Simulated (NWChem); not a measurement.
System: acetylene (C2H2); SMILES C#C

NWChem input:

```
start job
memory heap 200 mb stack 900 mb global 1100 mb
geometry units angstroms noautosym nocenter noautoz
  C      0.000000     0.000000    -0.602571
  C      0.000000     0.000000     0.602571
  H      0.000000     0.000000    -1.669035
  H      0.000000     0.000000     1.669035
end
basis spherical
  C library def2-svp
  H library def2-svp
end
dft
  xc pbe0
  iterations 150
end
cosmo
  dielec 1.5
end
task dft energy
```

Output (shortened):

```
             Northwest Computational Chemistry Package (NWChem) 7.3.0
             --------------------------------------------------------

                             Geometry "geometry" -> ""
                             -------------------------

 Output coordinates in angstroms (scale by  1.889725989 to convert to a.u.)

  No.       Tag          Charge          X              Y              Z
 ---- ---------------- ---------- -------------- -------------- --------------
    1 C                    6.0000     0.00000000     0.00000000    -0.60257100
    2 C                    6.0000     0.00000000     0.00000000     0.60257100
    3 H                    1.0000     0.00000000     0.00000000    -1.66903500
    4 H                    1.0000     0.00000000     0.00000000     1.66903500

 Effective nuclear repulsion energy (a.u.)      24.7159203009

                                 NWChem DFT Module
                                 -----------------

 Summary of "ao basis" -> "ao basis" (spherical)
 ------------------------------------------------------------------------------
       Tag                 Description            Shells   Functions and Types
 ---------------- ------------------------------  ------  ---------------------
 C                          def2-svp                 6       14   3s2p1d
 H                          def2-svp                 3        5   2s1p

 in cosmo_initialize ...

 solvent parameters
 solvname_short: unkn
 solvname_long:  unknown
 dielec:        1.5000

          ---------------
          -cosmo- solvent
          ---------------
 Cosmo: York-Karplus, doi: 10.1021/jp992097l
 dielectric constant -eps-     =   1.50
 screen = (eps-1)/(eps    )    =   0.33333
 surface charge correction     = lagrangian

   van der Waals surface
 --------------------------

[...]

                                   COSMO solvation results
                                   -----------------------

                 gas phase energy =       -77.168376370910
                 sol phase energy =       -77.169910761988
 (electrostatic) solvation energy =         0.001534391078 (    0.96 kcal/mol)

                       DFT Final Molecular Orbital Analysis
                       ------------------------------------

 Vector    5  Occ=2.000000D+00  E=-5.079760D-01
              MO Center= -6.6D-11,  7.7D-11, -2.2D-05, r^2= 2.0D+00
   Bfn.  Coefficient  Atom+Function         Bfn.  Coefficient  Atom+Function
  ----- ------------  ---------------      ----- ------------  ---------------
     6      0.383025  1 C  pz                20     -0.383021  2 C  pz
    29     -0.295573  3 H  s                 34     -0.295568  4 H  s
    30     -0.108930  3 H  s                 35     -0.108928  4 H  s
     9      0.061231  1 C  pz                23     -0.061233  2 C  pz

 Vector    6  Occ=2.000000D+00  E=-3.072389D-01
              MO Center=  2.0D-08, -2.1D-08,  2.2D-06, r^2= 1.3D+00
   Bfn.  Coefficient  Atom+Function         Bfn.  Coefficient  Atom+Function
  ----- ------------  ---------------      ----- ------------  ---------------
     5     -0.307595  1 C  py                19     -0.307597  2 C  py
     4      0.293854  1 C  px                18      0.293856  2 C  px
     8     -0.179883  1 C  py                22     -0.179884  2 C  py
     7      0.171847  1 C  px                21      0.171848  2 C  px

 Vector    7  Occ=2.000000D+00  E=-3.072389D-01
              MO Center= -5.8D-10, -4.1D-10,  2.2D-06, r^2= 1.3D+00
   Bfn.  Coefficient  Atom+Function         Bfn.  Coefficient  Atom+Function
  ----- ------------  ---------------      ----- ------------  ---------------
     4      0.307595  1 C  px                18      0.307597  2 C  px
     5      0.293854  1 C  py                19      0.293856  2 C  py
     7      0.179883  1 C  px                21      0.179884  2 C  px
     8      0.171847  1 C  py                22      0.171848  2 C  py

 Vector    8  Occ=0.000000D+00  E= 4.310005D-02
              MO Center= -2.7D-11,  6.8D-11, -2.2D-06, r^2= 2.1D+00
   Bfn.  Coefficient  Atom+Function         Bfn.  Coefficient  Atom+Function
  ----- ------------  ---------------      ----- ------------  ---------------
     7      0.541648  1 C  px                21     -0.541647  2 C  px
     8      0.492234  1 C  py                22     -0.492233  2 C  py
     4      0.305464  1 C  px                18     -0.305463  2 C  px
     5      0.277597  1 C  py                19     -0.277596  2 C  py

 Vector    9  Occ=0.000000D+00  E= 4.310005D-02
              MO Center=  5.7D-09, -6.3D-09, -2.2D-06, r^2= 2.1D+00
   Bfn.  Coefficient  Atom+Function         Bfn.  Coefficient  Atom+Function
  ----- ------------  ---------------      ----- ------------  ---------------
     8      0.541648  1 C  py                22     -0.541647  2 C  py
     7     -0.492234  1 C  px                21      0.492233  2 C  px
     5      0.305464  1 C  py                19     -0.305463  2 C  py
     4     -0.277597  1 C  px                18      0.277596  2 C  px

[...]
```

Level: PBE0/def2-SVP, COSMO on the gas-phase geometry. All runs use the structure optimised with B3LYP/6-31G* (spherical d). COSMO prints the solvation energy as gas minus solution, so a positive value is a stabilisation.
